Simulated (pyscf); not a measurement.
Structures and frequencies: ωB97X-D3(BJ)/def2-SVP in PySCF. MP2 and CC: frozen core, UHF for open shells. ΔMP2 is the change of the MP2 total energy from the triple- to the quadruple-zeta basis. Singlets are restricted, triplets unrestricted.

Singlet (Å):
```xyz
6

C     -0.1144    -0.0285    -0.0176
C      0.8673     0.9602    -0.5447
F      1.7499     1.1736     0.4068
H     -1.1171     0.1877    -0.4156
H      0.1977    -0.9773    -0.4992
H     -0.1112    -0.1562     1.0781
```

Triplet (Å):
```xyz
6

C      0.6040    -0.4442    -0.0794
C      1.4181     0.5060     0.7180
F      1.7595     0.2856     1.9737
H     -0.3901    -0.6082     0.3788
H      1.1072    -1.4251    -0.1779
H      0.4525    -0.0342    -1.0883
```

### Question
For these two minima of H₃C–C:–F (SMILES C[C]F), which spin state lies lower at CCSD(T)/def2-TZVPP + ΔMP2(QZVPP), and by how much (electronic energies)?

### Answer
The singlet, by 0.91 eV. Zero-point energy shifts E(triplet) − E(singlet) by +0.02 eV. H₃C–C:–F [singlet] lies 2.20 eV over its isomer H₂C=CH–F, and others may lie lower still (electronic energy, ωB97M-D3(BJ)). 

E(triplet) − E(singlet) by level (eV):

| level | gap |
|---|---|
| ωB97X-D3(BJ)/def2-TZVP | +0.89 |
| PBE/def2-TZVP | +0.71 |
| r²SCAN/def2-TZVP | +0.44 |
| B3LYP-D3(BJ)/def2-TZVP | +0.79 |
| PBE0-D3(BJ)/def2-TZVP | +0.60 |
| M06-2X/def2-TZVP | +0.77 |
| ωB97M-D3(BJ)/def2-TZVP | +1.02 |
| HF/def2-TZVP | -0.04 |
| MP2/def2-QZVPP | +0.80 |
| CCSD/def2-TZVPP | +0.79 |
| CCSD(T)/def2-TZVPP | +0.87 |
| CCSD(T)/def2-TZVPP + ΔMP2(QZVPP) | +0.91 |

The triplet is the lowest one reached from the SCF start used. The CCSD(T) − MP2 part came from Ansatz, without density fitting, on the same reference.
